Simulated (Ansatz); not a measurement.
System: fcc Ir. Method: r²SCAN in Ansatz (plane waves, PAW).

Run with plane-wave cutoff 500 eV, 32×32×32 k mesh, Fermi–Dirac smearing 0.1 eV, no spin polarisation, scalar-relativistic PAW data made under PBE.

Computed at the level's own relaxed cell.

Predict the volume per atom and lattice parameter a.


- volume per atom = 14.21 Å³/atom
- lattice parameter a = 3.845 Å

Measured, for comparison: equilibrium volume per atom 14.06 Å³/atom, lattice constant a 3.831 Å (static lattice: zero-point anharmonic expansion removed; as tabulated in Mejia-Rodriguez and Trickey (2018), arXiv:1807.09216). Computed (rounded) less measured: equilibrium volume per atom +1.1 %, lattice constant a +0.4 %.

Spin–orbit coupling is not included.

Computed values are for the static lattice.

Computing time: about 2.3 core-minutes (a rough figure).

Ansatz is a first-principles code.
